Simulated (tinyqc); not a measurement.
The basis set: RHF and MP2 along a ladder of basis sets, for HF, spin multiplicity 1. Computed by the program tinyqc with PySCF. 

Geometry (angstrom):
```
atom,x,y,z
F,0.0000,0.0000,0.0000
H,0.0000,0.0000,0.8330
```

Same geometry throughout; the dipole is taken about the origin.

RHF and frozen-core MP2 in a ladder of bases:
```
basis,functions,E(RHF) (hartree),E(MP2 corr) (hartree),HOMO (eV),LUMO (eV),dipole (debye)
sto-3g,6,-98.547895,-0.013921,-12.7386,19.6262,1.3725
3-21g,11,-99.445305,-0.117078,-16.4940,8.0940,2.0660
6-31g,11,-99.972804,-0.123092,-17.3840,6.3127,2.1767
6-31g**,19,-100.003282,-0.177892,-17.3008,6.6047,1.8294
cc-pvdz,19,-100.012594,-0.197922,-17.3583,5.4405,1.7819
aug-cc-pvdz,32,-100.026901,-0.217366,-17.9517,1.0318,1.7717
cc-pvtz,44,-100.052025,-0.267667,-17.7525,4.2164,1.7824
```

From cc-pVDZ to cc-pVTZ the RHF energy falls by 39.4 mhartree and the correlation energy by 69.7. If valence correlation converges as X^-3, (27 E(T) - 8 E(D))/19 gives -0.2970 hartree, a rough estimate from such small X that usually falls short; STO-3G holds about 5 % of it. Beyond STO-3G the LUMO moves by 7.1 eV and the HOMO by 1.5 eV; diffuse functions lower the positive LUMO sharply, since an unbound virtual level tracks the most diffuse function.
